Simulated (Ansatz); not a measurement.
# [Dy(H2O)6]3+ (DyH12O6 (+3)): rung by rung

The task here is to estimate one member of a computed series from the others.

Program: Ansatz 0.2.0, Gaussian basis. Level of theory: as each input shows. These are calculated values, not measurements.

The runs, in order: PBE-D4/def2-TZVP, r2SCAN-D4/def2-TZVP, B97M-V/def2-TZVP, BLYP-D4/def2-TZVP, PBE-D4/def2-SVP, PBE0-D4/def2-SVP, MP2/def2-SVP, RPA/def2-SVP.

## The geometry

The sextet was relaxed beforehand with PBE-D4/def2-SVP.

19 atoms, charge 3, spin multiplicity 6.

Atoms are counted from 1 here; the program's logs count them from 0.

Bond lengths: Dy1–O2 2.326 Å, Dy1–O5 2.326 Å, Dy1–O8 2.326 Å, Dy1–O11 2.326 Å, Dy1–O14 2.326 Å, Dy1–O17 2.326 Å, O2–H3 0.987 Å, O2–H4 0.987 Å, O5–H6 0.987 Å, O5–H7 0.987 Å, O8–H9 0.987 Å, O8–H10 0.987 Å, O11–H12 0.987 Å, O11–H13 0.987 Å, O14–H15 0.987 Å, O14–H16 0.987 Å, O17–H18 0.987 Å, O17–H19 0.987 Å. Angles: O2–Dy1–O5 179.9°, O2–Dy1–O8 91.0°, O2–Dy1–O11 89.2°, O2–Dy1–O14 89.1°, O2–Dy1–O17 90.9°, O5–Dy1–O8 89.1°, O5–Dy1–O11 90.7°, O5–Dy1–O14 90.8°, O5–Dy1–O17 89.2°, O8–Dy1–O11 179.8°, O8–Dy1–O14 90.9°, O8–Dy1–O17 89.2°, O11–Dy1–O14 89.1°, O11–Dy1–O17 90.8°, O14–Dy1–O17 179.9°, Dy1–O2–H3 128.2°, Dy1–O2–H4 127.8°, H3–O2–H4 104.0° and more.

Geometry (Å):

```xyz
19

Dy    0.00153   -0.00050    0.00183
O     0.14764    0.20679    2.31352
H     0.12732    1.03156    2.85476
H     0.24573   -0.51427    2.97998
O    -0.14966   -0.20470   -2.31016
H    -0.24656    0.51783   -2.97572
H    -0.13385   -1.02892   -2.85325
O     2.31368    0.14888   -0.20004
H     2.97865    0.24954    0.52238
H     2.85688    0.12715   -1.02346
O    -2.31133   -0.14995    0.19446
H    -2.85864   -0.13261    1.01572
H    -2.97265   -0.24746   -0.53148
O    -0.19795    2.31151   -0.15515
H    -1.02093    2.85609   -0.13947
H     0.52583    2.97501   -0.25403
O     0.19864   -2.31257    0.15894
H    -0.52558   -2.97580    0.25756
H     1.02125   -2.85760    0.14360
```

Dy takes a core potential in the def2 sets. No spin-orbit coupling is included. The ion is computed in the gas phase, without counter-ions or solvent.

PBE0-D4/def2-TZVP was run before; its log isn't repeated, and its numbers join the tables.

The first run:

start.molden holds the orbitals of an earlier run on this state, given as this run's starting guess.

in.yaml reads:

```yaml
crystal:
  periodic: [false, false, false]
  atoms:
    - {symbol: Dy, position_ang: [0.001527, -0.000499, 0.001828]}
    - {symbol: O, position_ang: [0.147644, 0.206788, 2.313517]}
    - {symbol: H, position_ang: [0.127316, 1.031562, 2.854759]}
    - {symbol: H, position_ang: [0.245727, -0.514269, 2.979978]}
    - {symbol: O, position_ang: [-0.149659, -0.204702, -2.310162]}
    - {symbol: H, position_ang: [-0.246562, 0.517831, -2.975718]}
    - {symbol: H, position_ang: [-0.133853, -1.028918, -2.853248]}
    - {symbol: O, position_ang: [2.313684, 0.148881, -0.200037]}
    - {symbol: H, position_ang: [2.978649, 0.249542, 0.522379]}
    - {symbol: H, position_ang: [2.856878, 0.127154, -1.023464]}
    - {symbol: O, position_ang: [-2.311333, -0.149946, 0.194465]}
    - {symbol: H, position_ang: [-2.858643, -0.132612, 1.015721]}
    - {symbol: H, position_ang: [-2.972648, -0.247458, -0.531485]}
    - {symbol: O, position_ang: [-0.197947, 2.311509, -0.155146]}
    - {symbol: H, position_ang: [-1.020933, 2.856087, -0.139467]}
    - {symbol: H, position_ang: [0.525831, 2.975011, -0.254031]}
    - {symbol: O, position_ang: [0.198645, -2.312567, 0.158943]}
    - {symbol: H, position_ang: [-0.525577, -2.975798, 0.257556]}
    - {symbol: H, position_ang: [1.021254, -2.857597, 0.143602]}
basis:
  gaussian: {orbitals: def2-TZVP, initial_orbitals: start.molden}
total_charge: 3
magnetization: {spin_polarized: true, initial_magnetization: 5}
hamiltonian: {xc: pbe, dispersion: d4}
scf: {omitted_lower_state_checks: [starts]}
output: {forces: true, orbitals: {seedname: orbitals}}
```

The run is started by

```sh
> ansatz run in.yaml --threads 4 --pin off --events-out ev --progress --plain --max-ram 9574MiB
```

Among the steps run: PBE-D4/def2-TZVP; r2SCAN-D4/def2-TZVP; B97M-V/def2-TZVP; BLYP-D4/def2-TZVP; PBE-D4/def2-SVP; PBE0-D4/def2-SVP; MP2/def2-SVP; RPA/def2-SVP.

One table of the session follows, with a row left open; its other results are not shown here.

```
              level  HOMO (eV)  LUMO (eV)  gap (eV)
    PBE-D4/def2-SVP     -19.73     -18.80      0.93
   PBE-D4/def2-TZVP     -19.93     -18.99      0.94
  BLYP-D4/def2-TZVP     -20.00     -18.84      1.16
r2SCAN-D4/def2-TZVP     -20.05     -17.83      2.21
   B97M-V/def2-TZVP     -20.17     -17.94      2.23
   PBE0-D4/def2-SVP     -22.65     -15.09      7.55
  PBE0-D4/def2-TZVP          ?          ?         ?
```

**Question.** Estimate the row for PBE0-D4/def2-TZVP.

**Answer.** HOMO (eV): -22.76; LUMO (eV): -15.19; gap (eV): 7.58. In the column «HOMO (eV)» it is the lowest.
